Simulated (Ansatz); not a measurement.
ReBi2: from a trial structure to a relaxed crystal

These are results of DFT PBE, scalar-relativistic, plane waves, PAW in Ansatz 0.2.0, not measurements. Cutoff 420 eV, Γ-centred k mesh, Gaussian smearing, no spin polarisation in the final step.

The start puts ReBi2 on the marcasite structure type (Pnnm, No. 58), with Re in place of Fe, Bi in place of S, at a guessed volume.

```
Re Bi
1.0
     5.30139    0.00000    0.00000
     0.00000    6.47030    0.00000
     0.00000    0.00000    4.03920
Re Bi
2 4
Cartesian
  0.0000 0.0000 0.0000
  2.6507 3.2352 2.0196
  1.0624 2.4503 0.0000
  4.2390 4.0200 0.0000
  3.7131 0.7848 2.0196
  1.5883 5.6855 2.0196
```

Cell and atoms relax at zero pressure; the relaxation can't lower the symmetry of the start. After a coarse first stage the cell is made exact in the group found at 0.06 Å.

Energies over the elements count from the elements' standard structures at the same level, with no empirical corrections.

**Question.** What does it relax into?

**Answer.** It keeps Pnnm (No. 58), but not the shape of the type it started on. Conventional cell: a = 6.365 Å, b = 7.107 Å, c = 3.392 Å. Re has 6 Bi at 2.79 Å and 2 Re at 3.39 Å; around Bi lie 3 Re at 2.79 Å.

```
Re Bi
1.0
     6.36544    0.00000    0.00000
     0.00000    7.10720    0.00000
     0.00000    0.00000    3.39162
Re Bi
2 4
Direct
  0.00000 0.00000 0.00000
  0.50000 0.50000 0.50000
  0.19404 0.35263 0.00000
  0.80596 0.64737 0.00000
  0.69404 0.14737 0.50000
  0.30596 0.85263 0.50000
```

**Question.** What are its volume, energy, density and gap?

**Answer.** The volume per atom is 25.57 Å³. The density is 13.08 g/cm³ and the energy over the elements is 0.66 eV/atom. The gap on the 6×6×12 mesh is 0 eV (a metal).

The final run used a 6×6×12 mesh on its 6-atom cell and 0.10 eV smearing. For metals, differences of a few meV/atom aren't resolved. Spin–orbit coupling is left out. A structure relaxed within its symmetry needn't be a true minimum.

Cost: 4 runs of about 8.6 core-minutes in all, on Arm Neoverse V2 (shared hosts).